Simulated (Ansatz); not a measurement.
Geometry optimisation, RKS PBE0/def2-SVP in Ansatz 0.2.0.

Input file:

```yaml
crystal:
  periodic: [false, false, false]
  atoms:
    - { symbol: Si, position_ang: [-0.700624, -0.458284, -0.100688] }
    - { symbol: "N", position_ang: [0.451964, -1.039111, 1.135826] }
    - { symbol: H, position_ang: [-1.398448, -1.587917, -0.813448] }
    - { symbol: H, position_ang: [-1.785183, 0.33015, 0.561178] }
    - { symbol: C, position_ang: [0.230619, 0.544521, -1.384717] }
    - { symbol: H, position_ang: [0.381376, 1.226481, 1.64367] }
    - { symbol: H, position_ang: [0.034581, 1.750401, 1.329556] }
    - { symbol: H, position_ang: [0.132494, -1.748323, 1.792373] }
    - { symbol: H, position_ang: [1.395771, -1.259653, 0.826689] }
    - { symbol: H, position_ang: [0.729243, 1.422094, -0.947999] }
    - { symbol: H, position_ang: [0.999732, -0.072659, -1.880202] }
    - { symbol: H, position_ang: [-0.471425, 0.8923, -2.162238] }
basis:
  gaussian: { orbitals: def2-SVP }
hamiltonian:
  xc: pbe0
relax:
  f_tol: 0.03
  max_steps: 50
```

Launched with:

```bash
$ ansatz run input.yaml --threads 2 --pin off --max-ram 3072MiB --backend cpu --events-out ev --progress --plain --runs-dir out
```

Question: Where does it end, and by what steps?

Answer: The run converged. The force dipped under the threshold on the way, but the program's further checks kept it going. After 19 steps the energy has fallen by 0.288 eV; H7 moved furthest, 1.67 Å.

```json
{"step": "0", "energy less start (eV)": "0.0000", "largest force component (eV/Å)": "2.198", "accepted": "yes"}
{"step": "1", "energy less start (eV)": "-0.1593", "largest force component (eV/Å)": "0.410", "accepted": "yes"}
{"step": "2", "energy less start (eV)": "-0.2057", "largest force component (eV/Å)": "0.502", "accepted": "yes"}
{"step": "3", "energy less start (eV)": "-0.2432", "largest force component (eV/Å)": "0.169", "accepted": "yes"}
{"step": "4", "energy less start (eV)": "-0.2532", "largest force component (eV/Å)": "0.166", "accepted": "yes"}
{"step": "5", "energy less start (eV)": "-0.2572", "largest force component (eV/Å)": "0.379", "accepted": "yes"}
{"step": "6", "energy less start (eV)": "-0.2476", "largest force component (eV/Å)": "0.289", "accepted": "no"}
{"step": "7", "energy less start (eV)": "-0.2698", "largest force component (eV/Å)": "0.040", "accepted": "yes"}
{"step": "8", "energy less start (eV)": "-0.2722", "largest force component (eV/Å)": "0.100", "accepted": "yes"}
{"step": "9", "energy less start (eV)": "-0.2734", "largest force component (eV/Å)": "0.390", "accepted": "yes"}
{"step": "10", "energy less start (eV)": "-0.2782", "largest force component (eV/Å)": "0.123", "accepted": "yes"}
{"step": "11", "energy less start (eV)": "-0.2782", "largest force component (eV/Å)": "0.122", "accepted": "no"}
{"step": "12", "energy less start (eV)": "-0.2801", "largest force component (eV/Å)": "0.044", "accepted": "yes"}
{"step": "13", "energy less start (eV)": "-0.2821", "largest force component (eV/Å)": "0.030", "accepted": "yes"}
{"step": "14", "energy less start (eV)": "-0.2841", "largest force component (eV/Å)": "0.133", "accepted": "yes"}
{"step": "15", "energy less start (eV)": "-0.2850", "largest force component (eV/Å)": "0.140", "accepted": "yes"}
{"step": "16", "energy less start (eV)": "-0.2862", "largest force component (eV/Å)": "0.102", "accepted": "yes"}
{"step": "17", "energy less start (eV)": "-0.2869", "largest force component (eV/Å)": "0.078", "accepted": "yes"}
{"step": "18", "energy less start (eV)": "-0.2873", "largest force component (eV/Å)": "0.045", "accepted": "yes"}
{"step": "19", "energy less start (eV)": "-0.2876", "largest force component (eV/Å)": "0.019", "accepted": "yes"}
```

```xyz
12
Properties=species:S:1:pos:R:3
Si -0.764 -0.693 -0.393
N 0.213 -0.779 1.048
H -1.013 -2.017 -1.064
H -2.097 -0.165 0.033
C 0.068 0.438 -1.633
H 0.838 1.421 2.221
H 1.053 2.039 2.616
H -0.202 -1.166 1.890
H 1.175 -1.091 0.966
H 0.210 1.445 -1.211
H 1.056 0.045 -1.924
H -0.538 0.524 -2.549
```

Run time: 38 s on 2 threads of Arm Neoverse V1, on a shared host, peak memory 0.17 GiB.
